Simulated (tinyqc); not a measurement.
UKS/BP86 in the sto-6g basis, for NH, spin multiplicity 3, step by step. Computed by tinyqc, a small Python program that keeps every step (integrals from PySCF). Settings: charge = 0, multiplicity = 3, basis = sto-6g, energy threshold = 1e-08, iteration cap = 82, orthogonalisation = symmetric, start = random, DIIS depth = 8, method = UKS, functional = b88,p86, grid = [20, 86]. Command: `OMP_NUM_THREADS=1 python tinyqc.py 28197 28198 out.jsonl` (the two numbers bound the seeds that draw the settings). One thread of a shared host (Intel(R) Xeon(R) Processor @ 2.60GHz), about 2 s of CPU time with the checks.

Geometry (angstrom):
```
atom        x        y        z
N     0.00000  0.00000  0.00000
H     0.00000  0.00000  1.50400
```

Stop when the energy changes by less than 1e-08 hartree and every element of the error matrix X^T (F D S - S D F) X (for each spin) is below 3e-05.

Course of the cycle:
```
iteration  E (hartree)     change  largest element of the error matrix
1          -46.2287448          -                             5.47e+00
2          -54.6395864  -8.41e+00                             2.63e-01
3          -54.5505931   8.90e-02                             2.88e-01
4          -54.9759279  -4.25e-01                             5.57e-02
5          -54.9796405  -3.71e-03                             4.41e-02
6          -54.9811292  -1.49e-03                             3.36e-02
7          -54.9830441  -1.91e-03                             1.37e-02
8          -54.9834004  -3.56e-04                             3.81e-03
9          -54.9834204  -2.00e-05                             2.01e-03
10         -54.9834289  -8.51e-06                             2.74e-05
11         -54.9834289  -1.65e-09                             4.28e-06
```

Can the last value be used, and what does the course show?

Yes. Converged in 11 iterations. The coarse grid moves the energy by -1.18e-03 hartree. PySCF UKS in the same basis, fine grid, after a stability check = -54.9822490 hartree, which differs from a converged run on this coarse grid by the grid error.
